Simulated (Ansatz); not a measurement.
```xyz
10

F     1.6601    0.7509   -0.8412
C     1.1927   -0.2724   -0.0189
N    -0.0162    0.0276    0.6312
C    -1.2196    0.0291   -0.0939
F    -1.3698    1.1295   -0.9354
H     1.9768   -0.4559    0.7186
H     1.0547   -1.1506   -0.6552
H     0.0528    0.7532    1.3291
H    -1.2631   -0.8609   -0.7272
H    -2.0684    0.0496    0.5928
```

Total charge 0; spin multiplicity 1.

**Question.** List the r2SCAN/def2-TZVPP orbital energies in eV (Ansatz 0.2.0). (An estimate is asked.)

**Answer.** Ansatz gave: Occupied: -665.64, -665.64, -385.98, -275.90, -275.90, -31.29, -31.14, -24.72, -18.82, -16.85, -14.23, -13.23, -12.98, -12.23, -11.72, -11.44, -9.47, -8.84, -8.45, -8.17, -7.01. Lowest empty: 1.13, 1.85, 2.03, 2.55, 2.77, 3.05, 3.74, 4.55.
